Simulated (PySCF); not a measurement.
## Beryllium: a sound run and one with changed settings

Sound run: Be [He] 2s2, Be⁺ [He] 2s1. All numbers are calculated (PySCF 2.14, the non-relativistic Hamiltonian (point nucleus), in 6-31G*). In the sound run the correlated levels freeze 1s2. The sound run starts from symmetry-adapted Hartree-Fock orbitals and uses a fine grid where one is needed.

A second run was set up differently.

```
species   method  sound run (hartree)  changed run (hartree)  converged
     Be      UHF            -14.56676              -14.35188        yes
     Be     BP86            -14.65468              -14.43611        yes
     Be    M06-L            -14.65765              -14.43061        yes
     Be      MP2            -14.59277              -14.37567        yes
     Be  CCSD(T)            -14.61305              -14.40333        yes
    Be⁺      UHF            -14.27541              -14.09784        yes
    Be⁺     BP86            -14.32179              -14.13816        yes
    Be⁺    M06-L            -14.33255              -14.13891        yes
```

Ionisation energy of Be:

```csv
method,sound run (eV),changed run (eV)
UHF,7.928,6.913
BP86,9.058,8.107
M06-L,8.846,7.937
MP2,8.636,7.560
SCS-MP2,8.777,7.690
CCSD,9.188,8.313
CCSD(T),9.188,8.313
CCSDT,9.188,8.313
FCI,9.188,8.313
```

Problem. What was changed?
A. all electrons correlated in a valence basis
B. radial grid too coarse
C. level shift left on
D. minimal basis

Solution. D. It used basis STO-3G. A minimal basis cannot let orbitals breathe on ionisation and holds almost no correlation.
